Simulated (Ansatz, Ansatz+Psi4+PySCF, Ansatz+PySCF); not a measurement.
```yaml
atoms:
  - { symbol: Li, position_ang: [0.0000, 0.0000, -1.1750] }
  - { symbol: F, position_ang: [0.0000, 0.0000, 1.1750] }
```

Basis set: cc-pCVTZ on Li; cc-pVTZ on F (spherical functions). Left uncorrelated: 1 orbital. Charge 0, multiplicity 1.

Computed with Ansatz (development build ahead of 0.2.0); each method stands on the lowest determinant of its kind that the runs found. Restricted open shells among the atoms or ions are ROHF, correlated in semicanonical orbitals with singles.

The atomization energy at this shape (free ground-state atoms in the same class of orbitals less the molecule, no zero-point energy) of singlet LiF:

```tsv
method	atomization energy
RHF-CCSD(T)	4.03 eV
RHF-MP2	4.32 eV
RHF	2.19 eV
UHF	2.06 eV
```

Task: What does RHF-CCSD give?

Result: 3.90 eV. Caution: the shape is not the minimum.
